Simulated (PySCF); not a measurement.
## Core-level binding energies of `C[PH](C)=O`

Species: C₂H₇OP.
Structure used (GFN2-xTB), in Å, numbered top down from 1:
```
atom  x, y, z in Å
C1    -1.4264   -0.1281    0.4400
P2     0.0932    0.7549   -0.0465
C3     1.3552   -0.5176   -0.3825
O4     0.5189    1.7858    0.9017
H5    -1.7290   -0.8569   -0.3049
H6    -2.2136    0.6095    0.5837
H7    -1.2355   -0.6208    1.3927
H8    -0.2136    1.2487   -1.3152
H9     2.2498   -0.0172   -0.7477
H10    1.5941   -1.0079    0.5608
H11    1.0123   -1.2477   -1.1080
```

Method: PySCF 2.14.0, delta-SCF UKS SCAN, pcX-2 on the ionised atom, pcseg-1 elsewhere, spin-free X2C. Vertical ΔSCF values, vacuum level as zero.

Give the core binding energies atom by atom.

| atom(s) | bonded to | level | binding energy (eV) | 2p1/2 (eV) | count |
| --- | --- | --- | --- | --- | --- |
| P2 | O (double bond), 2 C and H | P 2p3/2 | 138.04 | 138.93 | 1 |
| C1/C3 | 3 H and P | C 1s | 290.97 | – | 2 |
| O4 | P (double bond) | O 1s | 536.13 | – | 1 |
| P2 | O (double bond), 2 C and H | P 1s | 2151.96 | – | 1 |

What is the longest wavelength that can ionise P 2p3/2 of P2 vertically?

λ = hc/E = 12398.42 eV Å / 138.04 eV = 89.818 Å.

Atoms equivalent by their bonding share one computed value, that of the first of them. Spin–orbit and ligand-field terms were added within each 2p shell after the spin-free SCF. 2p1/2 minus 2p3/2 (ligand field included): P 0.89 eV. Geometry: GFN2-xTB; no solvent, vibrations or thermal averaging.

Time: 18 s. Hardware: one thread of an x86-64 server, no GPU (shared host).
